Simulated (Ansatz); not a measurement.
Results of revPBE in Ansatz (PAW) for rutile MnO2.

Numerical settings: plane-wave cutoff 520 eV, 8×8×12 k mesh (along the axes of the cell as run), Fermi–Dirac smearing 0.01 eV, spin-polarised with opposed moments, scalar-relativistic PAW data made under PBE.

Response to compression and expansion:

Shape and atoms are relaxed at each volume.

| V (Å³/atom) | P (GPa) | c (Å) | a (Å) |
|---|---|---|---|
| 9.182 | 9.44 | 2.860 | 4.389 |
| 9.374 | 4.44 | 2.876 | 4.422 |
| 9.565 | -0.01 | 2.892 | 4.455 |
| 9.756 | -3.96 | 2.906 | 4.488 |
| 9.947 | -7.45 | 2.920 | 4.521 |

Note: the gap of the solid is closed in this run; the collinear magnetic order is the start's and need not be the measured one; this level leaves the solid without a gap, although one is measured; the bulk modulus comes from volumes at which shape and atoms were relaxed.

Ansatz is an electronic-structure program.
